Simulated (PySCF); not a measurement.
ClH₃Si, SMILES [SiH3]Cl, point group C3v.

Force field and properties: PBE0/pcSseg-2 (PySCF, grid level 2). Vibrational terms come from second-order perturbation theory with semi-diagonal cubic constants, by steps of ±0.6 along the normal coordinates of each isotopologue. The parent has the commonest isotopes.

Equilibrium geometry (Å):

| atom | x | y | z |
| --- | --- | --- | --- |
| Si1 | -0.1198 | -0.0033 | -0.0126 |
| Cl2 | 1.9305 | 0.0866 | -0.0310 |
| H3 | -0.5617 | -0.9342 | -1.0745 |
| H4 | -0.6548 | 1.3533 | -0.2639 |
| H5 | -0.5597 | -0.4910 | 1.3134 |

An isotope shift is δ(isotopologue) − δ(parent), that is, the negative of the change in the averaged GIAO shielding; n counts bonds from the nearest label (0: the labelled atom itself). These are computed values; those of heavy atoms are rounded to 5 ppb, about the numerical noise.

**Question.** What isotope shifts arise with ²H at 3?

**Answer.** 
```
nucleus  n  0 K (ppb)  100 K (ppb)
     H3  0        -78          -77
    Si1  1       -195         -200
    Cl2  2       -885         -885
     H4  2        -10          -10
     H5  2         -9          -10
```

**Question.** What isotope shifts arise with ³⁷Cl at 2?

**Answer.** 
```tsv
nucleus	n	0 K (ppb)	100 K (ppb)
Cl2	0	-25	-25
Si1	1	-10	-10
H3	2	0	0
H4	2	0	0
H5	2	0	0
```

**Question.** What isotope shifts arise with ²H at 3, ²H at 4?

**Answer.** 
| nucleus | n | 0 K (ppb) | 100 K (ppb) |
| --- | --- | --- | --- |
| H3 | 0 | -89 | -89 |
| H4 | 0 | -89 | -89 |
| Si1 | 1 | -390 | -390 |
| Cl2 | 2 | -1770 | -1770 |
| H5 | 2 | -18 | -19 |
